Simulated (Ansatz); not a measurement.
Basis sets compared for Si₃H₅ (the lowest doublet isomer of a short search). Charge 0, multiplicity 2. Geometry PBE0-D4/def2-TZVP. Ansatz on 4 threads of AMD EPYC 7B13 on a shared host; times are rough, and most runs start from earlier orbitals.

```xyz
8

Si   -0.0730   -1.4925   -0.8197
Si    0.9034   -0.2007    0.8198
Si   -0.6129    0.7466   -0.7721
H     0.1291    1.7168   -1.6174
H    -1.2356   -2.0558   -0.0468
H     2.2487    0.3922    0.6083
H    -1.9689    1.2521   -0.4388
H     0.6092   -0.3586    2.2666
```

The structure comes from a short search, and lower isomers may exist.

Binding counts from free atoms (Si triplet, H doublet) in the same basis, without a counterpoise term.

```json
{"level": "PBE-D4/def2-SVP", "functions": "79", "energy (Eh)": "-870.6793", "HOMO (eV)": "-5.17", "LUMO (eV)": "-4.23", "binding per atom (eV)": "2.77", "wall time": "0.7 s"}
{"level": "PBE-D4/def2-TZVP (with forces)", "functions": "141", "energy (Eh)": "-870.9850", "HOMO (eV)": "-5.18", "LUMO (eV)": "-4.23", "binding per atom (eV)": "2.78", "wall time": "1.5 s"}
{"level": "r2SCAN-D4/def2-TZVP", "functions": "141", "energy (Eh)": "-871.3505", "HOMO (eV)": "-5.47", "LUMO (eV)": "-3.98", "binding per atom (eV)": "2.81", "wall time": "2.8 s"}
{"level": "PBE0-D4/def2-SVP", "functions": "79", "energy (Eh)": "-870.7660", "HOMO (eV)": "-6.14", "LUMO (eV)": "-3.48", "binding per atom (eV)": "2.75", "wall time": "0.95 s"}
{"level": "PBE0-D4/def2-TZVP", "functions": "141", "energy (Eh)": "-871.0685", "HOMO (eV)": "-6.11", "LUMO (eV)": "-3.45", "binding per atom (eV)": "2.77", "wall time": "1.9 s"}
```

Task: Estimate the rows for PBE-D4/def2-TZVPD, r2SCAN-D4/def2-TZVPD, PBE0-D4/def2-TZVPD.

Result: 
| level | functions | energy (Eh) | HOMO (eV) | LUMO (eV) | binding per atom (eV) | wall time |
| --- | --- | --- | --- | --- | --- | --- |
| PBE-D4/def2-TZVPD | 174 | -870.9856 | -5.19 | -4.25 | 2.78 | 1.8 s |
| r2SCAN-D4/def2-TZVPD | 174 | -871.3510 | -5.47 | -3.98 | 2.81 | 3.8 s |
| PBE0-D4/def2-TZVPD | 174 | -871.0690 | -6.11 | -3.46 | 2.77 | 2.5 s |
